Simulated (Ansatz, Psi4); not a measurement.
CO2: a line through the functionals

CO2 has 3 atoms, charge 0, and is taken as a singlet. As SMILES, `O=C=O`. The coordinates come from a PBE0-D4/def2-TZVP relaxation.

The electronic atomisation energy y, in eV, basis cc-pVTZ; a is the functional's share of exact exchange. Programs: Ansatz 0.2.0, Psi4 1.11.

| functional | program | a | y (eV) |
| --- | --- | --- | --- |
| TPSS | Psi4 | 0 | 16.86 |
| revPBE | Psi4 | 0 | 17.29 |
| B3LYP | Psi4 | 0.2 | 16.82 |
| r2SCAN0 | Ansatz | 0.25 | ? |
| PBE0 | Psi4 | 0.25 | 16.98 |
| BHLYP | Psi4 | 0.5 | 15.47 |

Problem. Fit y = c + s·a to the known rows and predict r2SCAN0.

Solution. 
1. Means of the 5 rows: a = 0.1900, y = 16.684.
2. Σ(Δa)² = 0.172, Σ(Δa·Δy) = -0.5058, so the slope is -0.5058/0.172 = -2.9407.
3. Intercept: 16.684 − (-2.9407) × 0.1900 = 17.243. The largest residual of the fit is 0.47.
4. r2SCAN0: 17.243 + (-2.9407) × 0.25 = 16.51 eV.

The run gave 16.26 eV, so the prediction is off by +0.25 eV, within the largest residual.
